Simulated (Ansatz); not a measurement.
Born–Oppenheimer molecular dynamics of C$_{2}$H$_{2}$NO (6 atoms, charge -1, multiplicity 1). It starts at the highest image of a converged band. Of that band: The profile has 2 maxima (images 2, 5) with wells between them (image 3): this band takes more than one step, which may be the mechanism or a detour left from its start path. A structure lower than the first end lies on the path between it and the top, so the climb from that side starts below the end, which may itself be a saddle point or a shallow side well. A vibrational analysis at the climbing image gives one clearly imaginary mode, 1513i cm⁻¹: a first-order saddle point.

The calculation used Ansatz 0.2.0, RKS PBE/def2-SVP.

```yaml
ensemble: NVE (velocity Verlet)
time_step: 0.5 fs
steps_asked: 200
starting_velocities_drawn_for: 300 K
seed: 6555
```

First frame:

```xyz
6
Properties=species:S:1:pos:R:3
N 0.835 0.499 -1.557
C 0.189 0.217 -0.470
C -0.183 -0.040 0.751
O -1.261 0.101 1.679
H 0.636 -0.237 -2.274
H -0.217 -0.540 1.870
```

Task: How far do the bonds stretch over the last three quarters of this one trajectory? (Pairs bonded in most of those frames.)

Result: 
```json
{"bond": "N1–C2", "mean (Å)": "1.308", "spread (Å)": "0.068", "shortest": "1.18", "longest": "1.44"}
{"bond": "N1–H5", "mean (Å)": "1.061", "spread (Å)": "0.015", "shortest": "1.03", "longest": "1.11"}
{"bond": "C2–C3", "mean (Å)": "1.463", "spread (Å)": "0.139", "shortest": "1.21", "longest": "1.64"}
{"bond": "C3–O4", "mean (Å)": "1.266", "spread (Å)": "0.054", "shortest": "1.17", "longest": "1.35"}
{"bond": "C3–H6", "mean (Å)": "1.254", "spread (Å)": "0.123", "shortest": "1.04", "longest": "1.55"}
```

Mean temperature of the second half: 2219 K. The conserved energy stayed within 1.1 meV per atom of its start (net change -0.036 meV per atom), so the integration is sound. The system heated up, since it started high on the potential surface and ran downhill. A run of 0.1 ps of so small a system gives no equilibrium averages. The orbitals stay closed-shell, which can raise the energy where a bond breaks towards radicals; this wasn't checked here. Limits of this set-up: an anion without diffuse functions, the dipole of an ion depends on the origin.

Time of the run: 3.4 min on 1 thread of Arm Neoverse V2 (shared host), peak memory 0.1 GiB.
